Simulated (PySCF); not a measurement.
Nuclear quadrupole coupling in `C=CCO`

Compound: C₃H₆O.
Structure used (PBE0-D3(BJ)/def2-SVP), in Å, numbered top down from 1:
```xyz
10
C3H6O angstrom
C      1.569    0.174    0.086
C      0.418   -0.497    0.124
C     -0.873   -0.014   -0.460
O     -1.919   -0.019    0.477
H      1.641    1.153   -0.402
H      2.485   -0.227    0.530
H      0.365   -1.471    0.626
H     -1.190   -0.693   -1.270
H     -0.725    0.983   -0.923
H     -1.645    0.534    1.217
```

Field gradients from the B3LYP/pcJ-1 density (PySCF, non-relativistic), principal values in atomic units, ordered |Vxx| ≤ |Vyy| ≤ |Vzz|:

| atom | Vxx | Vyy | Vzz |
| --- | --- | --- | --- |
| O4 | 0.0746 | 1.8765 | -1.9510 |

Task: Find the asymmetry η = (Vxx − Vyy)/Vzz and the couplings χ = eQV/h (234.96 MHz × Q in barn × V in au), with Q(17O) = −0.0256 b.

Result: 
```
atom     environment  nucleus     η  χzz (MHz)  χxx (MHz)  χyy (MHz)
  O4  alcohol oxygen      17O  0.92      11.74      -0.45     -11.29
```

At O4 η is above 0.9: Vyy and Vzz are nearly equal in size and opposite in sign, so a small change could swap them and flip the sign of χzz. The tensor is traceless: Vxx + Vyy + Vzz = 0.

Task: What is Vzz at O4 in SI units (1 au = 9.71736 × 10²¹ V/m²)?

Result: -1.9510 au = -18.959 × 10²¹ V/m².

Task: What couplings would deuterons (Q(2H) = 0.00286 b) have in place of the hydrogens, at this geometry?

Result: 
```csv
atom,bonded to,bond length (Å),Vzz (au),η,χzz (kHz)
H5,C1,1.096,0.2919,0.07,196
H6,C1,1.093,0.2959,0.06,199
H7,C2,1.097,0.2854,0.06,192
H8,C3,1.103,0.2681,0.05,180
H9,C3,1.109,0.2597,0.06,174
H10,O4,0.963,0.4520,0.15,304
```

Isolated species at its PBE0-D3(BJ)/def2-SVP geometry (one conformer only). With a basis this small, the couplings can be 20 % off.
